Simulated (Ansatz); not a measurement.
This geometry of H6NSi2 (9 atoms, charge -1, multiplicity 1) is a first-order saddle point.

Computed with Ansatz 0.2.0, RKS PBE-D4/def2-SVP.

```xyz
9
Properties=species:S:1:pos:R:3
N -1.191 0.787 -1.396
Si -1.060 0.875 0.492
Si 0.536 -0.891 0.849
H -0.731 1.630 -1.776
H -0.611 0.019 -1.767
H 0.173 1.855 0.662
H 1.834 -0.978 0.020
H -0.008 -2.309 0.630
H 1.057 -0.988 2.286
```

Q: Which two structures does it join? (They come from a converged band through this point; their orientation in space is the band's.)

A: No bond is made or broken. The dihedral H4–N1–Si2–H6 goes from -95 to 57°.

First end point:

```xyz
9
Properties=species:S:1:pos:R:3
N -0.959 0.621 -1.421
Si -0.945 0.865 0.421
Si 0.533 -0.958 0.892
H -1.636 1.264 -1.851
H -0.060 0.805 -1.888
H 0.255 1.870 0.653
H 1.794 -1.191 0.039
H -0.097 -2.353 0.846
H 1.115 -0.923 2.309
```

Last end point:

```xyz
9
Properties=species:S:1:pos:R:3
N -0.913 0.983 -1.364
Si -0.992 1.027 0.500
Si 0.526 -0.825 0.863
H 0.009 0.723 -1.745
H -1.557 0.255 -1.705
H 0.165 2.053 0.719
H 1.791 -0.900 -0.016
H -0.124 -2.166 0.494
H 1.095 -1.150 2.254
```

Q: How far does it lie above each of them?

A: 0.163 eV above the first and 0.228 eV above the second. This is the barrier of this one path; another mechanism may lie lower. Limits of this set-up: an anion without diffuse functions, the dipole of an ion depends on the origin.

Run time: 3 min on 1 thread of Arm Neoverse V1 (shared host), peak memory 0.25 GiB.
